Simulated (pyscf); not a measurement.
5 gas-phase steps of one pattern: substitution at C on the doublet surface, C–C broken and C–Ge or C–Si or C–Sn formed. Optimised with ωB97X-D3(BJ)/def2-SVP in PySCF. Electronic energies in kJ/mol, from the separated reactants; ΔE‡ at ωB97M-D3(BJ)/def2-TZVP, beside the barrier at PBE/def2-TZVP on the same structures. Rows were drawn at random from the steps of this pattern with a verified saddle, stable references and no exit in the data more than 5 kcal/mol lower.

```json
[
 {"row": "1", "step": "H₃C–CH₃ (SMILES CC) + Cl–Si•(Cl)–Cl (SMILES Cl[Si](Cl)Cl) → H₃C–Si(Cl)(Cl)–Cl (SMILES C[Si](Cl)(Cl)Cl) + CH₃• (SMILES [CH3])", "ΔE‡(PBE)": "148.1", "ΔE‡": "165.8"},
 {"row": "2", "step": "H₃C–CH₃ (SMILES CC) + •H₂Si–Cl (SMILES [SiH2]Cl) → H₃C–SiH₂–Cl (SMILES C[SiH2]Cl) + CH₃• (SMILES [CH3])", "ΔE‡(PBE)": "157.7", "ΔE‡": "180.2"},
 {"row": "3", "step": "H₃C–CH₃ (SMILES CC) + H₃C–SiH₂• (SMILES C[SiH2]) → H₃C–SiH₂–CH₃ (SMILES C[SiH2]C) + CH₃• (SMILES [CH3])", "ΔE‡(PBE)": "164.0", "ΔE‡": "187.7"},
 {"row": "4", "step": "H₃C–CH₃ (SMILES CC) + GeH₃• (SMILES [GeH3]) → H₃C–GeH₃ (SMILES [CH3][GeH3]) + CH₃• (SMILES [CH3])", "ΔE‡(PBE)": "168.0", "ΔE‡": "?"},
 {"row": "5", "step": "H₃C–CH₃ (SMILES CC) + SnH₃• (SMILES [SnH3]) → H₃C–SnH₃ (SMILES [CH3][SnH3]) + CH₃• (SMILES [CH3])", "ΔE‡(PBE)": "183.2", "ΔE‡": "219.3"}
]
```

Q: Fit ΔE‡ = a + b·ΔE‡(PBE) to the other rows and predict row 4.

A: Over the 4 complete rows the means are +163.2 (ΔE‡(PBE)) and 188.2 (ΔE‡); least squares gives b = 1.52 and a = -59.9 kJ/mol, with residuals of 1.0 kJ/mol (root mean square; largest 1.7, row 3). For row 4: -59.9 + 1.52 × (+168.0) = 195.5 kJ/mol. The computed barrier is 203.5 kJ/mol, 8.0 over the line. The line follows the complete rows closely but misses this one by more than their scatter. Each barrier is that of the saddle found. Elements up to Kr have no core potential and no relativistic terms here. Elements past Kr carry the def2 core potentials, without spin-orbit coupling.
